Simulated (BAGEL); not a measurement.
**SiH2F− (SMILES F[SiH2-]): FCI/STO-3G (density fitting with qzvpp-jkfit)**

What is the energy change on altering one bond length of SiH2F− at FCI/STO-3G (density fitting with qzvpp-jkfit)? 

The results are computed with BAGEL 1.2.2.

6 further runs of the same task are left out: 6 set aside as unsound or not needed.

## 1. The structure to begin with

SiH2F−: 4 atoms, total charge -1, spin state singlet. SMILES: `F[SiH2-]`. Geometry: relaxed at GFN2-xTB.

Bond lengths: F1–Si2 1.722 Å, Si2–H3 1.529 Å, Si2–H4 1.529 Å. Angles: F1–Si2–H3 96.1°, F1–Si2–H4 96.1°, H3–Si2–H4 99.3°.

## 2. A single-point energy at FCI/STO-3G (density fitting with qzvpp-jkfit)

Input file input.json:

```json
{ "bagel" : [

{
  "title" : "molecule",
  "basis" : "sto-3g",
  "df_basis" : "qzvpp-jkfit",
  "angstrom" : true,
  "geometry" : [
    { "atom" : "F", "xyz" : [    1.224230,    0.690850,   -0.383870 ] },
    { "atom" : "Si", "xyz" : [   -0.114010,   -0.391590,   -0.440070 ] },
    { "atom" : "H", "xyz" : [   -1.185360,    0.658330,   -0.143280 ] },
    { "atom" : "H", "xyz" : [    0.075140,   -0.957590,    0.967210 ] }
  ]
},
{
  "title" : "hf",
  "charge" : -1
},
{
  "title" : "fci",
  "nstate" : 1,
  "charge" : -1,
  "ncore" : 6
}

]}
```

Started as:

```bash
$ BAGEL_NUM_THREADS=1 BAGEL input.json > input.out
```

The program printed:

```text
* using 1 threads per process

  ===============================================================
  ===============================================================

  *** Geometry ***

  { "atom" : "F", "xyz" : [      2.313459,      1.305517,     -0.725409 ] },
  { "atom" : "Si", "xyz" : [     -0.215448,     -0.739998,     -0.831612 ] },
  { "atom" : "H", "xyz" : [     -2.240006,      1.244063,     -0.270760 ] },
  { "atom" : "H", "xyz" : [      0.141994,     -1.809583,      1.827762 ] },

  Number of auxiliary basis functions:      241

  Since a DF basis is specified, we compute 2- and 3-index integrals:
    o Being stored without compression. Storage requirement is 0.000 GB

  Number of basis functions:       16
  Number of electrons      :       25

    * METHOD: MOLECULE                             0.03

  *** RHF ***

  === Nuclear Repulsion ===
    52.5694506302

      * DIIS with orbital gradients will be used.

  === RHF iteration (sto-3g) ===
      0       -384.54768865          0.01710974           0.00
      1       -384.58679905          0.00285208           0.00
      2       -384.58831031          0.00090856           0.00
      3       -384.58851359          0.00010147           0.00
      4       -384.58851587          0.00001466           0.00
      5       -384.58851591          0.00000354           0.00
      6       -384.58851591          0.00000098           0.00
      7       -384.58851591          0.00000012           0.00
      8       -384.58851591          0.00000002           0.00
      9       -384.58851591          0.00000000           0.00
    * SCF iteration converged.

    * Permanent dipole moment:
           (   -0.434038,    -0.198963,     0.201912) a.u.

    * METHOD: HF                                   0.04

  ---------------------------
        FCI calculation
  ---------------------------

  Performs exactly the same way as Knowles & Handy 1984 CPL

  o alpha-beta strings
      length:           240
  o size of the space
      determinant space:  14400
      spin-adapted space: 4950

  o single displacement lists (alpha)
      length:          3360
  o single displacement lists (beta)
      length:          3360

     guess   0:   closed 1111111...           open ..........

  === FCI iteration ===

      0  0      -384.58851591     2.45e-03      0.01
      1  0      -384.64580524     8.94e-04      0.01
      2  0      -384.65063529     3.99e-04      0.01
      3  0      -384.65141717     1.67e-04      0.01
      4  0      -384.65153028     7.16e-05      0.01
      5  0      -384.65154843     2.80e-05      0.01
      6  0      -384.65155099     1.13e-05      0.01
      7  0      -384.65155142     4.07e-06      0.01
      8  0      -384.65155148     1.33e-06      0.01
      9  0      -384.65155149     5.34e-07      0.01
     10  0      -384.65155149     2.31e-07      0.01
     11  0      -384.65155149     7.05e-08      0.01
     12  0      -384.65155149     2.79e-08      0.01
     13  0      -384.65155149     8.82e-09      0.01
     14  0      -384.65155149     3.18e-09      0.01
     15  0      -384.65155149     1.19e-09      0.01
     16  0      -384.65155149     4.54e-10      0.01
     17  0      -384.65155149     1.54e-10      0.01
     18  0 *    -384.65155149     5.66e-11      0.01

     * ci vector, state   0, <S^2> = -0.0000
       2222222...    -0.9742630314
       222222.2..     0.0593092926
       222222..2.     0.0578644131

    * METHOD: FCI                                  0.21

  ===============================================================
```

Run time: 0.4 s. Hardware: 1 thread of Arm Neoverse V2, shared host.

## 3. The distorted shape, same level

Input file calc.json:

```json
{ "bagel" : [

{
  "title" : "molecule",
  "basis" : "sto-3g",
  "df_basis" : "qzvpp-jkfit",
  "angstrom" : "true",
  "geometry" : [
    { "atom" : "F", "xyz" : [    1.893357,    1.232076,   -0.355770 ] },
    { "atom" : "Si", "xyz" : [   -0.114010,   -0.391590,   -0.440070 ] },
    { "atom" : "H", "xyz" : [   -1.185360,    0.658330,   -0.143280 ] },
    { "atom" : "H", "xyz" : [    0.075140,   -0.957590,    0.967210 ] }
  ]
},
{
  "title" : "hf",
  "charge" : -1
},
{
  "title" : "fci",
  "nstate" : 1,
  "charge" : -1,
  "ncore" : 6
}

]}
```

Started as:

```bash
$ BAGEL_NUM_THREADS=1 BAGEL calc.json > calc.out
```

The program printed:

```text
* using 1 threads per process

  ===============================================================
  ===============================================================

  *** Geometry ***

  { "atom" : "F", "xyz" : [      3.577926,      2.328286,     -0.672308 ] },
  { "atom" : "Si", "xyz" : [     -0.215448,     -0.739998,     -0.831612 ] },
  { "atom" : "H", "xyz" : [     -2.240006,      1.244063,     -0.270760 ] },
  { "atom" : "H", "xyz" : [      0.141994,     -1.809583,      1.827762 ] },

  Number of auxiliary basis functions:      241

  Since a DF basis is specified, we compute 2- and 3-index integrals:
    o Being stored without compression. Storage requirement is 0.000 GB

  Number of basis functions:       16
  Number of electrons      :       25

    * METHOD: MOLECULE                             0.03

  *** RHF ***

  === Nuclear Repulsion ===
    38.7648079405

[... 8 lines left out ...]
    * SCF iteration converged.
[... 1 line left out ...]
    * Permanent dipole moment:
[... 43 lines left out ...]
     * ci vector, state   0, <S^2> = -0.0000
       2222222...     0.8809591773
       222222.2..    -0.3341760846
       222222ab..     0.1667983908
       222222ba..     0.1667983908
       222b222a..     0.0730366099
       222a222b..     0.0730366099
       22.2222.2.    -0.0582394185
       22.2222..2    -0.0501011996

    * METHOD: FCI                                  0.30

  ===============================================================
```

Run time: 0.5 s. Hardware: 1 thread of Arm Neoverse V2, shared host.

## 4. Summary of results

At FCI/STO-3G (density fitting with qzvpp-jkfit), 6 core orbitals frozen:

| quantity | value |
| --- | --- |
| first shape: total energy | -384.65155 Eh |
| distorted shape: total energy | -384.53038 Eh |
| energy change with the F1–Si2 bond stretched from 1.722 to 2.583 Å | 3.297 eV |

**Reading.** With the F1–Si2 bond stretched from 1.722 to 2.583 Å the energy rises by 3.30 eV (76 kcal/mol). The first shape isn't relaxed at this level, so the change isn't measured from a minimum. The minimal basis adds a large error of its own.
